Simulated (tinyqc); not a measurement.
Ways to converge the cycle: SCF convergence aids in the sto-6g basis, for BH, spin multiplicity 3. Computed by the program tinyqc with PySCF. UHF with one setting changed at a time; a run stops when the energy changes by less than 1e-09 hartree and the error matrix is below 1e-5. The start is random orbitals. Damping d keeps d of the old density; a shift (hartree) raises the virtual levels; DIIS n extrapolates F over n matrices.

Geometry (angstrom):
```
atom       x       y       z
B     0.0000  0.0000  0.0000
H     0.0000  0.0000  1.3930
```

lowest solution found by these runs and by PySCF with stability checks = -24.977118 hartree

Largest element of the error matrix X^T (FDS - SDF) X:
```
iteration    plain  damping 0.3  damping 0.6  shift 0.4   DIIS 3   DIIS 8
1          1.9e+00      1.9e+00      1.9e+00    1.9e+00  1.9e+00  1.9e+00
2          2.4e-01      7.4e-01      1.2e+00    3.4e-01  2.4e-01  2.4e-01
3          4.4e-02      2.9e-01      8.1e-01    1.9e-01  4.5e-02  4.5e-02
4          2.5e-02      1.1e-01      5.2e-01    1.6e-01  2.3e-02  2.3e-02
5          1.2e-02      4.5e-02      3.4e-01    1.0e-01  6.9e-03  6.9e-03
6          7.0e-03      1.8e-02      2.2e-01    7.0e-02  4.5e-03  4.4e-03
8          4.0e-03      9.3e-03      9.4e-02    3.6e-02  2.4e-04  2.2e-04
10         2.3e-03      6.1e-03      4.0e-02    1.8e-02  4.8e-05  2.5e-05
14         8.3e-04      2.9e-03      1.1e-02    5.2e-03  2.6e-06        -
20         1.8e-04      1.0e-03      5.4e-03    1.5e-03        -        -
30         1.4e-05      1.8e-04      2.0e-03    2.7e-04        -        -
45               -      1.4e-05      4.7e-04    2.1e-05        -        -
60               -            -      1.1e-04          -        -        -
```

How each run ends:
```
run          iterations  E (hartree)                                                        state
plain                32    -24.97712                                                 lowest found
damping 0.3          48    -24.97712                                                 lowest found
damping 0.6         >60    -24.97712  falls steadily but slowly, by a factor of about 0.91 a step
shift 0.4            50    -24.97712                                                 lowest found
DIIS 3               14    -24.97712                                                 lowest found
DIIS 8               13    -24.97712                                                 lowest found
```

What does the comparison show, and why?

5 of 6 runs reach the lowest solution found, in 13 to 50 iterations (fastest: DIIS 8). Not converged: damping 0.6. Plain steps already contract here, so damping only slows them. DIIS 3 and DIIS 8 gain by cancelling the error over several earlier matrices, much as a quasi-Newton step does.
